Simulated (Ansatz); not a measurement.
`C=C(O)S` + H₂ → `C=CS` + H₂O  (hydrogenolysis of a C–O bond)

Gas-phase electronic energies from Ansatz, PBE0-D4/def2-TZVP geometries. CCSD(T)/CBS is the MP2 limit (def2-TZVPP, def2-QZVPP) plus CCSD(T) − MP2 in def2-TZVPP, frozen cores. This one scheme is used for every species. DFT in def2-TZVPP. B3LYP here is the variant with VWN-RPA as its local correlation; programs differ in this. One conformer a species, not always the lowest.

Problem. Is it downhill or uphill in electronic energy at CCSD(T)/CBS, and by how much? (Best estimate.)

Solution. The calculation gave: Downhill: ΔE = -19.5 kcal/mol.

Problem. What do these levels give: revPBE-D4, BLYP-D4, CAM-B3LYP-D4, r2SCAN, B3LYP, r2SCAN0, BHLYP, LC-ωPBE, RPA@PBE/def2-TZVPP, SCS-MP2/def2-TZVPP, CCSD/def2-TZVPP, SCS-MP2/def2-QZVPP? (An estimate is asked.)

Solution. The calculation gave: revPBE-D4 -14.6, BLYP-D4 -15.5, CAM-B3LYP-D4 -17.3, r2SCAN -16.0, B3LYP -18.5, r2SCAN0 -17.6, BHLYP -19.9, LC-ωPBE -18.0, RPA@PBE/def2-TZVPP -18.1, SCS-MP2/def2-TZVPP -19.0, CCSD/def2-TZVPP -20.1, SCS-MP2/def2-QZVPP -19.5 kcal/mol.

Largest T1 diagnostic among the species: 0.012.

From BLYP to BHLYP (50 % exact exchange), in def2-TZVPP and without D4, ΔE moves by −2.5 kcal/mol. In def2-TZVPP, CCSD(T) changes the Hartree–Fock value by +3.4 kcal/mol (the triples alone add +1.3 kcal/mol) and MP2 by +3.6 kcal/mol.
